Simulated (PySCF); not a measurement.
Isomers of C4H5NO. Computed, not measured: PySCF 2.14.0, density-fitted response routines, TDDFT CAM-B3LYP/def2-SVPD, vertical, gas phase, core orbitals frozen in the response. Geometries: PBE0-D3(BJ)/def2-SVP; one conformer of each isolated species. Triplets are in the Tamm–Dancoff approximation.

A. `O=CNC1C=C1`
B. `CC1=COC=N1`
C. `N#CCCC=O`

Lowest singlet levels (six at most, fewer where fewer were computed) with oscillator strengths:

1. 281 nm (f 0.000); 166 nm (f 0.009); 162 nm (f 0.000); 156 nm (f 0.018); 155 nm (f 0.000); 151 nm (f 0.105); T1 3.80 eV
2. 200 nm (f 0.124); 189 nm (f 0.003); 183 nm (f 0.002); 169 nm (f 0.055); 166 nm (f 0.000); 159 nm (f 0.009); T1 4.10 eV
3. 228 nm (f 0.024); 222 nm (f 0.005); 188 nm (f 0.021); 186 nm (f 0.039); 177 nm (f 0.155); 169 nm (f 0.220); T1 4.35 eV

**Question.** Match each spectrum to its molecule.

**Answer.** 1 = C, 2 = B, 3 = A.
- A: S1 at 5.44 eV, HOMO→LUMO (91%); Löwdin shares by element: HOMO nitrogen 36%, carbon 22% or more, oxygen 20% (atoms not listed hold the other 22%); LUMO carbon 69% or more, hydrogen 14% or more (atoms not listed hold the other 17%); HOMO -8.50 and LUMO 0.58 eV; point group Cs.
- B: S1 at 6.21 eV, HOMO→LUMO (96%); Löwdin shares by element: HOMO carbon 72% or more, oxygen 9% (atoms not listed hold the other 19%); LUMO carbon 38% or more, oxygen 21%, nitrogen 13% (atoms not listed hold the other 28%); HOMO -8.34 and LUMO 0.92 eV.
- C: S1 at 4.41 eV, HOMO→LUMO (97%); S1 has the pattern of n→π* at C=O; HOMO -9.67 and LUMO -0.15 eV; point group Cs, 3 of its 6 listed states under f = 0.0005.
